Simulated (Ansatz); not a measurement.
## Worked example: correlation energy of PF, quintet

Geometry: that of the PF, triplet, kept fixed. The triplet lies 7.7 eV lower here.

```xyz
2

F     0.0000    0.0000    0.0000
P     0.0000    0.0000    1.5934
```

Basis 6-31G; Ansatz 0.2.0. Correlated methods freeze the noble-gas cores, which leaves 12 electrons in 16 orbitals. Prefix R: restricted or restricted open-shell reference; prefix U: unrestricted.

Full CI is exact within this basis and frozen core; it isn't the basis-set limit. The frozen core follows each run's orbitals, which can shift R against U totals by a few meV.

Runs differ by some tens of microhartree through their thresholds and, for an open shell, their frozen cores, so steps under 0.1 kcal/mol mean nothing.

```json
{"level": "UHF", "total energy (hartree)": "-439.822506"}
{"level": "UMP2", "total energy (hartree)": "-439.957211"}
{"level": "UCCSD", "total energy (hartree)": "-439.963135"}
{"level": "UCCSD(T)", "total energy (hartree)": "-439.964704"}
{"level": "UCCSDT", "total energy (hartree)": "-439.965005"}
{"level": "UCCSDT(Q)", "total energy (hartree)": "-439.965433"}
{"level": "UCCSDTQ", "total energy (hartree)": "-439.965389"}
{"level": "full CI", "total energy (hartree)": "-439.965388"}
```

**Question.** What is the correlation energy at full CI, and what share of it do UMP2 and UCCSD recover?

**Answer.** E(corr) = -439.965388 − (-439.822506) = -0.142882 hartree = -3.888 eV. UMP2: -0.134705 / -0.142882 = 94.28 %. UCCSD: -0.140629 / -0.142882 = 98.42 %.

**Question.** By how many kcal/mol does UCCSD(T) miss full CI (1 hartree = 627.509 kcal/mol), and which steps make up the rest?

**Answer.** -439.964704 − (-439.965388) = 0.000684 hartree = 0.43 kcal/mol. Steps: UCCSDT − UCCSD(T) = -0.19, UCCSDT(Q) − UCCSDT = -0.27, UCCSDTQ − UCCSDT(Q) = 0.03, full CI − UCCSDTQ = 0.00 kcal/mol. That is within 1 kcal/mol of the reference in this basis, which itself misses far more of the correlation at the basis-set limit.
